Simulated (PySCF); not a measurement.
**Basis set benchmark on one molecule**

Molecule: `N#P`, NP.

Molfile (atoms numbered from 1):
```
NP
     RDKit          3D

  2  1  0  0  0  0  0  0  0  0999 V2000
    0.7470   -0.0061   -0.0053 N   0  0  0  0  0  0  0  0  0  0  0  0
   -0.7415    0.0086   -0.0230 P   0  0  0  0  0  0  0  0  0  0  0  0
  1  2  3  0
M  END
```

Geometry PBE0-D3(BJ)/def2-SVP throughout; GIAO in PySCF, gas phase, one conformer, non-relativistic; equivalent atoms averaged; functional PBE0.

Reference values (PBE/multiwavelet basis limit; gas (isolated, no vibration); Jensen, Fla, Jonsson, Monstad, Ruud, Frediani, PCCP 2016, 18, 21145): σ(N1) = -419.8 ppm, σ(P2) = -47.0 ppm.

Task: How do the basis sets STO-3G, 6-31G, pcSseg-0, 6-31G*, def2-SVP, cc-pVDZ, pcSseg-1, aug-cc-pVDZ, 6-311+G(2d,p), cc-pVTZ, def2-TZVP, pcSseg-2, IGLO-III, pcSseg-3 perform against the reference? Times are CPU seconds on shared hosts with different chips, so compare them loosely.

Result: 
```
    basis set  functions      N1      P2  abs. error N  abs. error P  core-s
       STO-3G         14  -234.8    56.0         185.0         103.0    0.53
        6-31G         22  -404.3     2.9          15.5          49.9     1.4
     pcSseg-0         22  -483.8  -129.6          64.0          82.6    0.93
       6-31G*         32  -362.2    38.1          57.6          85.1     1.6
     def2-SVP         32  -378.5    37.9          41.3          84.9     1.4
      cc-pVDZ         32  -381.4    35.7          38.4          82.7     1.2
     pcSseg-1         41  -436.2   -58.7          16.4          11.7     1.1
  aug-cc-pVDZ         50  -356.8    37.3          63.0          84.3     1.5
6-311+G(2d,p)         62  -394.9   -49.1          24.9           2.1     1.8
      cc-pVTZ         64  -416.3   -31.9           3.5          15.1     1.9
    def2-TZVP         68  -416.3   -80.9           3.5          33.9     2.3
     pcSseg-2         79  -436.1   -61.3          16.3          14.3     0.9
     IGLO-III         79  -422.5   -40.1           2.7           6.9     1.8
     pcSseg-3        148  -431.5   -54.9          11.7           7.9     5.1
```

For 15N the closest is IGLO-III (2.7 ppm) and the furthest STO-3G (185.0 ppm).

For 31P the closest is 6-311+G(2d,p) (2.1 ppm) and the furthest STO-3G (103.0 ppm). Where a smaller basis beats a larger one, errors probably cancel; the largest sets show where the functional converges. One molecule is a small sample, and the reference may use another geometry.

A small basis that lands close on one nucleus may do so by chance; judge by the trend and by all nuclei.
